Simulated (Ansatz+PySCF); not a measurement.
Results of a calculation; reference values are marked as such.
# CH4 + 2 O2 → CO2 + 2 H2O

CH4 (charge 0, multiplicity 1):
```xyz
5

C     0.0000    0.0000    0.0000
H     0.6340    0.6340    0.6340
H     0.6340   -0.6340   -0.6340
H    -0.6340    0.6340   -0.6340
H    -0.6340   -0.6340    0.6340
```

O2 (charge 0, multiplicity 3):
```yaml
atoms:
  - { symbol: O, position_ang: [0.0000, 0.0000, -0.5941] }
  - { symbol: O, position_ang: [0.0000, 0.0000, 0.5941] }
```

CO2 (charge 0, multiplicity 1):
```yaml
atoms:
  - { symbol: O, position_ang: [0.0000, 0.0000, -1.1593] }
  - { symbol: C, position_ang: [0.0000, 0.0000, 0.0000] }
  - { symbol: O, position_ang: [0.0000, 0.0000, 1.1593] }
```

H2O (charge 0, multiplicity 1):
| atom | x (Å) | y (Å) | z (Å) |
| --- | --- | --- | --- |
| O | 0.0000 | 0.0000 | -0.1197 |
| H | 0.0000 | 0.7542 | 0.4787 |
| H | 0.0000 | -0.7542 | 0.4787 |

Shapes relaxed with PBE0/def2-SVP. Single points in def2-SVP with Ansatz (development build ahead of 0.2.0), no zero-point energy. Correlated methods freeze no orbital on H to Be, one on B to Mg, five on Al to Zn, nine on Ga to Sr.

| method | reaction energy |
| --- | --- |
| CCSD (restricted) | -734.2 kJ/mol |
| CCSD (unrestricted) | -728.2 kJ/mol |
| CCSD(T) (restricted) | -733.1 kJ/mol |
| CCSD(T) (unrestricted) | -732.6 kJ/mol |
| HF (restricted) | -758.7 kJ/mol |
| HF (unrestricted) | -655.9 kJ/mol |
| MP2 (unrestricted) | -773.3 kJ/mol |
| PBE (restricted) | -681.2 kJ/mol |
| PBE (unrestricted) | -671.2 kJ/mol |
| PBE0 (restricted) | -712.9 kJ/mol |
| PBE0 (unrestricted) | -690.4 kJ/mol |
| r2SCAN (restricted) | -708.4 kJ/mol |
| r2SCAN (unrestricted) | -684.7 kJ/mol |
| wB97X (restricted) | -711.5 kJ/mol |
| wB97X (unrestricted) | -689.0 kJ/mol |

Task: What does MP2 (restricted) give?

Result: -701.6 kJ/mol.
